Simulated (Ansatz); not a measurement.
**MgS: geometry and frequencies at several levels**

The task, for MgS: geometry and frequencies at several levels.

Computed with Ansatz 0.2.0 (the levels named in each step, unless a step's input says otherwise).

## 1. The system as given

Bond lengths: Mg1–S2 2.145 Å.

Structure file:

```xyz
2

Mg    0.0000    0.0000    0.0000
S     0.0000    0.0000    2.1453
```

## 2. A rough first relaxation, PBE-D4/def2-SVP

Input file input.yaml:

```yaml
crystal:
  periodic: [false, false, false]
  atoms:
    - { symbol: Mg, position_ang: [0.0, 0.0, 0.0] }
    - { symbol: S, position_ang: [0.0, 0.0, 2.14528] }
basis:
  gaussian: { orbitals: def2-SVP }
hamiltonian:
  xc: pbe
  dispersion: d4
relax:
  f_tol: 0.03
  max_steps: 200
```

Launch:

```bash
ansatz run input.yaml --threads 1 --pin off --max-ram 2560MiB --backend cpu --events-out ev --progress --plain --runs-dir out
```

The runs that follow: Relaxation, HF/STO-3G; Frequencies, HF/STO-3G; Relaxation, HF/6-31G*; Frequencies, HF/6-31G*; Relaxation, LDA/def2-SVP; Frequencies, LDA/def2-SVP; Relaxation, PBE-D4/def2-SVP; Frequencies, PBE-D4/def2-SVP; Relaxation, PBE0-D4/def2-TZVPP; Relaxation, MP2/def2-TZVPP; Frequencies, MP2/def2-TZVPP.

**Question.** What will these runs give? Wanted: Mg1–S2 at MP2/def2-TZVPP; frequencies at MP2/def2-TZVPP.

As calculated:

| quantity | value |
| --- | --- |
| Mg1–S2 at MP2/def2-TZVPP | 2.150 Å |
| frequencies at MP2/def2-TZVPP | 549 cm⁻¹ |

**Reading.** The Mg–S distance spreads over 0.174 Å, from HF/STO-3G (shortest) to PBE-D4/def2-SVP. No mode is imaginary, so the geometry is a minimum.
